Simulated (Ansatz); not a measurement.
A run of Ansatz (development build ahead of 0.2.0) on doublet CHO at this shape:

```
atom   x (Å)   y (Å)    z (Å)
   C  0.0000  0.0000   0.0000
   H  0.0000  1.0304  -0.7056
   O  0.0000  0.0000   1.1760
```

Its results:

```json
{
 "Converged": "yes",
 "Reference energy": "-111.71903 hartree",
 "CCSD correlation energy": "-0.13884 hartree",
 "Triples correction": "-0.00504 hartree",
 "Total energy": "-111.86290 hartree",
 "Spin squared of the determinant": "0.750"
}
```

(1) Which input gives this output? Name the method, the orbitals and the basis set, and write the input.

## Answers

(1) ROHF-CCSD(T) in STO-3G.

```yaml
crystal:
  periodic: [false, false, false]
  atoms:
    - { symbol: C, position_ang: [0.0, 0.0, 0.0] }
    - { symbol: H, position_ang: [0.0, 1.0304, -0.7056] }
    - { symbol: O, position_ang: [0.0, 0.0, 1.176] }
basis:
  gaussian: { orbitals: STO-3G }
magnetization:
  initial_magnetization: 1
hamiltonian:
  xc: hf
correlation:
  method: ccsd_t
  frozen_orbitals: { C: 1, H: 0, O: 1 }
```
